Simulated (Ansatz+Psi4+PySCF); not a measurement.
A calculation with Psi4 1.11.

```
molecule {
0 1
B 0.000000 0.000000 -0.004970
F 0.000000 0.000000 1.516970
}

set basis cc-pVTZ
set reference rhf
set scf_type pk
energy('scf')
```

The input is written out from the run's settings.

Output:

```
Converged                                                          : yes
Total energy                                                       : -124.11160 hartree
Spin squared of the determinant                                    : 0.000
Occupied orbitals by symmetry in an Abelian subgroup (alpha; beta) : 5 A1 1 B1 1 B2; 5 A1 1 B1 1 B2
```

Caution: stretched shape with no unrestricted run beside it, a lower state can exist; unrestricted orbitals would lower the determinant.
